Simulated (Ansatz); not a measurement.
## SnH₂, triplet along the distance Sn1-H2

Starting geometry (PBE0/def2-TZVP stationary point for this spin, not checked as a minimum):

```yaml
atoms:
  - { symbol: Sn, position_ang: [0.0000, -0.0144, 0.0000] }
  - { symbol: H, position_ang: [0.0000, 0.8475, -1.4828] }
  - { symbol: H, position_ang: [0.0000, 0.8475, 1.4828] }
```

From there H2 moves along the line of the two atoms named below, all else staying in place; atoms are numbered as listed. Energies are in kcal/mol, counted from the starting geometry at the same level.

Basis def2-SVP with its core potentials; Ansatz 0.2.0. Only valence electrons are correlated (noble-gas cores and the filled d shells of p-block atoms frozen). Prefix R: restricted or restricted open-shell reference; prefix U: unrestricted. Active spaces: valence = (6e, 6o) chosen from the atoms' valence shells. No spin–orbit coupling is included; scalar relativity enters through the core potentials alone.

Unrestricted rows (U) aren't spin-pure: their determinants' ⟨S²⟩ exceeds S(S+1) by up to 0.14, so they mix in states of higher spin. Coupled cluster chose its determinant by a search with trial CCSD, here up to 0.05 eV above the lowest Hartree–Fock solution of its kind. Runs in a small pair space aren't shown, since their orbitals change along the scan. The frozen core of the U runs drifts against the reference's along the scan: U less R at the highest common level changes by 15 meV, which enters the U errors.

Full CI is exact within this basis and frozen core; it isn't the basis-set limit. The frozen core follows each run's orbitals, which can shift R against U totals by a few meV for light atoms and by up to 0.1 eV past Ca.

```json
{"distance Sn1-H2 (Å)": "1.402", "full CI": "25.6", "unpaired electrons (full CI)": "2.02", "error RCCSD(T)": "-0.1", "error UCCSD(T)": "-0.1", "error BCCD(T)": "-0.1", "error RCCSDT": "0.0", "error CASSCF (valence space)": "0.9", "error MRCISD (valence space)": "-0.2"}
{"distance Sn1-H2 (Å)": "1.530", "full CI": "7.7", "unpaired electrons (full CI)": "2.02", "error RCCSD(T)": "-0.1", "error UCCSD(T)": "-0.1", "error BCCD(T)": "-0.1", "error RCCSDT": "0.0", "error CASSCF (valence space)": "0.5", "error MRCISD (valence space)": "-0.2"}
{"distance Sn1-H2 (Å)": "1.715", "full CI": "0.0", "unpaired electrons (full CI)": "2.03", "error RCCSD(T)": "0.0", "error UCCSD(T)": "0.0", "error BCCD(T)": "0.0", "error RCCSDT": "0.0", "error CASSCF (valence space)": "0.0", "error MRCISD (valence space)": "0.0"}
{"distance Sn1-H2 (Å)": "1.926", "full CI": "4.2", "unpaired electrons (full CI)": "2.04", "error RCCSD(T)": "0.1", "error UCCSD(T)": "0.1", "error BCCD(T)": "0.1", "error RCCSDT": "0.0", "error CASSCF (valence space)": "-0.7", "error MRCISD (valence space)": "0.1"}
{"distance Sn1-H2 (Å)": "2.108", "full CI": "12.2", "unpaired electrons (full CI)": "2.06", "error RCCSD(T)": "0.2", "error UCCSD(T)": "0.3", "error BCCD(T)": "0.2", "error RCCSDT": "0.0", "error CASSCF (valence space)": "-1.2", "error MRCISD (valence space)": "0.2"}
{"distance Sn1-H2 (Å)": "2.382", "full CI": "24.8", "unpaired electrons (full CI)": "2.10", "error RCCSD(T)": "0.3", "error UCCSD(T)": "0.6", "error BCCD(T)": "0.3", "error RCCSDT": "0.0", "error CASSCF (valence space)": "-1.5", "error MRCISD (valence space)": "0.2"}
{"distance Sn1-H2 (Å)": "2.691", "full CI": "33.8", "unpaired electrons (full CI)": "2.10", "error RCCSD(T)": "0.3", "error UCCSD(T)": "0.6", "error BCCD(T)": "0.3", "error RCCSDT": "0.0", "error CASSCF (valence space)": "-1.1", "error MRCISD (valence space)": "0.2"}
{"distance Sn1-H2 (Å)": "3.100", "full CI": "37.3", "unpaired electrons (full CI)": "2.06", "error RCCSD(T)": "0.0", "error UCCSD(T)": "0.3", "error BCCD(T)": "0.0", "error RCCSDT": "0.0", "error CASSCF (valence space)": "-1.7", "error MRCISD (valence space)": "0.2"}
{"distance Sn1-H2 (Å)": "3.786", "full CI": "37.8", "unpaired electrons (full CI)": "2.05", "error RCCSD(T)": "-0.1", "error UCCSD(T)": "0.2", "error BCCD(T)": "-0.1", "error RCCSDT": "0.0", "error CASSCF (valence space)": "-2.4", "error MRCISD (valence space)": "0.0"}
{"distance Sn1-H2 (Å)": "4.682", "full CI": "37.8", "unpaired electrons (full CI)": "2.05", "error RCCSD(T)": "-0.1", "error UCCSD(T)": "0.2", "error BCCD(T)": "-0.1", "error RCCSDT": "0.0", "error CASSCF (valence space)": "-2.5", "error MRCISD (valence space)": "0.0"}
{"distance Sn1-H2 (Å)": "5.791", "full CI": "37.8", "unpaired electrons (full CI)": "2.05", "error RCCSD(T)": "-0.1", "error UCCSD(T)": "0.2", "error BCCD(T)": "-0.1", "error RCCSDT": "0.0", "error CASSCF (valence space)": "-2.5", "error MRCISD (valence space)": "0.0"}
```

Unpaired electrons are Σ n²(2−n)² over natural occupations. Errors are those of relative energies. In total energy the starting point itself misses full CI by: RCCSD(T) 0.4, UCCSD(T) -0.1, BCCD(T) 0.3, RCCSDT 0.0, CASSCF (valence space) 32.5, MRCISD (valence space) 0.9 kcal/mol.

Spread of the error over the points with a reference, to 5.791 Å (largest less smallest): RCCSDT 0.1, BCCD(T) 0.4, RCCSD(T) 0.4, MRCISD (valence space) 0.5, UCCSD(T) 0.7, CASSCF (valence space) 3.4 kcal/mol.

Going outwards, the relative energy of CASSCF (valence space) first misses by more than 1.0 kcal/mol at 2.108 Å.
